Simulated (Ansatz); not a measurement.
Born–Oppenheimer molecular dynamics of BH6N2 (9 atoms, charge 0, multiplicity 2). It starts at the highest image of a converged band, a first-order saddle point between two minima.

These are results of UKS PBE/6-31G* in Ansatz, not measurements.

| Property | Result |
| --- | --- |
| ensemble | NVE (velocity Verlet) |
| time step | 0.5 fs |
| steps asked | 200 |
| starting velocities drawn for | 300 K |
| seed | 5537 |

First frame:

```xyz
9
Properties=species:S:1:pos:R:3
B 0.003 -0.011 -0.151
H -0.003 -0.462 1.407
N 1.267 0.086 -0.768
H 2.127 -0.099 -0.261
H 1.425 0.357 -1.741
N -1.264 0.227 -0.724
H -2.124 0.118 -0.195
H -1.423 0.499 -1.696
H -0.008 -0.713 2.259
```

Question: What does the run give?

Answer: All steps were run.

```yaml
steps_done: 200
time_covered: 100 fs
mean_temperature_over_the_second_half: 282 K
spread_of_the_potential_energy_over_the_second_half: 3.2 meV per atom
mean_potential_energy_of_the_second_half_above_the_start: 1.8 meV per atom
```

The conserved energy stayed within 0.057 meV per atom of its start (net change 0.056 meV per atom), so the integration is sound. A run of 0.1 ps of so small a system gives no equilibrium averages.

Question: What happens to the structure?

Answer: Between its relaxed ends the band would form H2–H9 and break B1–H2. These pairs go: H2–H9 0.89 → 0.73 Å, B1–H2 1.62 → 5.63 Å. In the last frame they stand as after the step (other bonds may differ from the relaxed reactants and products). It ends as BH4N2 + H2. Pairs count as bonded within 1.25 times the sum of covalent radii (0.12 Å more for H–H). Another seed would give other details.

Question: How do temperature and energy run in time?

Answer: 
| time (fs) | T (K) | potential energy less start (eV) | conserved less start (meV/atom) |
| --- | --- | --- | --- |
| 0 | 300 | 0.000 | 0.00 |
| 5 | 205 | 0.087 | 0.03 |
| 10 | 191 | 0.099 | 0.04 |
| 15 | 285 | 0.014 | 0.03 |
| 20 | 352 | -0.047 | 0.02 |
| 25 | 328 | -0.026 | 0.01 |
| 30 | 330 | -0.027 | 0.03 |
| 35 | 352 | -0.047 | 0.04 |
| 40 | 336 | -0.032 | 0.01 |
| 45 | 297 | 0.002 | 0.00 |
| 50 | 293 | 0.006 | 0.04 |
| 55 | 330 | -0.027 | 0.01 |
| 60 | 345 | -0.041 | -0.02 |
| 65 | 247 | 0.049 | 0.04 |
| 70 | 264 | 0.033 | 0.03 |
| 75 | 275 | 0.023 | 0.00 |
| 80 | 258 | 0.039 | 0.03 |
| 85 | 278 | 0.021 | 0.05 |
| 90 | 309 | -0.008 | 0.01 |
| 95 | 262 | 0.034 | 0.03 |
| 100 | 227 | 0.067 | 0.06 |

Run time: 5.7 min on 1 thread of Arm Neoverse V2 (shared host), peak memory 0.12 GiB.
